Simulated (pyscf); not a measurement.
## Multi-bond step: `[NH2][SiH]` [singlet] + `[ClH]` -> `[NH]=[Si]` [singlet] + `[ClH]` + `[H][H]`

Gas phase, singlet surface, charge 0. Bonds broken: N1–H4, Si2–H5, Cl6–H7. Bonds formed: H4–Cl6, H5–H7. Single points on ωB97X-D3(BJ)/def2-SVP structures (PySCF, gas phase).

Transition state (Å):

```xyz
7

N      0.4264     0.1260    -0.7226
Si    -1.1662    -0.1425    -0.6698
H      1.1214     0.0267    -1.4583
H      1.0126     0.5569     0.3543
H     -1.3331     0.4357     1.3303
Cl     1.5241     1.0571     1.7049
H     -0.5889     0.6329     1.5443
```

One imaginary mode, 907i cm⁻¹; descent along it reached the two sides named, in the forms told below.

```tsv
bond	change	reactant side (Å)	saddle	product side
N1–H4	breaks	1.019	1.300	2.058
Si2–H5	breaks	1.548	2.089	3.5
Cl6–H7	breaks	1.297	2.161	2.9
H4–Cl6	forms	2.547	1.528	1.299
H5–H7	forms	1.765	0.799	0.761
```

Electronic energies relative to the separated reactants (kJ/mol):

| level | barrier | reaction energy | reverse barrier |
|---|---|---|---|
| ωB97X-D3(BJ)/def2-TZVP | 120.6 | +99.1 | 21.5 |
| PBE/def2-TZVP | 81.0 | +83.8 | -2.7 |
| r²SCAN/def2-TZVP | 90.2 | +85.6 | 4.6 |
| B3LYP-D3(BJ)/def2-TZVP | 95.1 | +84.7 | 10.4 |
| PBE0-D3(BJ)/def2-TZVP | 101.7 | +102.4 | -0.6 |
| M06-2X/def2-TZVP | 106.4 | +84.5 | 21.8 |
| ωB97M-D3(BJ)/def2-TZVP | 112.9 | +87.4 | 25.5 |
| HF/def2-TZVP | 193.7 | +108.1 | 85.6 |

With ωB97M-D3(BJ)/def2-TZVP energies and thermal terms (ideal gas, 1 atm, RRHO with modes under 100 cm⁻¹ raised to 100, one conformer, R ln 2 for chiral ones without a mode under 150 cm⁻¹), in kJ/mol:

```json
[
 {"T (K)": "298", "ΔH‡": "94.7", "ΔG‡": "133.0", "ΔH": "+69.8", "ΔG": "+39.6"},
 {"T (K)": "600", "ΔH‡": "97.5", "ΔG‡": "170.9", "ΔH": "+73.6", "ΔG": "+7.3"},
 {"T (K)": "900", "ΔH‡": "101.4", "ΔG‡": "206.8", "ΔH": "+74.7", "ΔG": "-26.2"},
 {"T (K)": "1200", "ΔH‡": "105.0", "ΔG‡": "241.4", "ΔH": "+74.2", "ΔG": "-59.8"}
]
```

On the reactant side the descent ends in a complex, 18.1 kJ/mol under the separated species and 138.6 kJ/mol under the saddle at ωB97X-D3(BJ)/def2-TZVP. On the product side the descent ends in a complex, 23.8 kJ/mol under the separated species and 45.3 kJ/mol under the saddle at ωB97X-D3(BJ)/def2-TZVP. At PBE, PBE0-D3(BJ) the saddle lies under the separated products, which points to a path from their complex (located at ωB97X-D3(BJ) alone), and parting the products costs more than the saddle. The same reactants have a lower exit, to :HSi–Cl [singlet] + NH₃ (barrier +11.9 kJ/mol at ωB97M-D3(BJ)/def2-TZVP, against +112.9 kJ/mol here). This is the saddle that the search found; another between the same sides may lie lower.
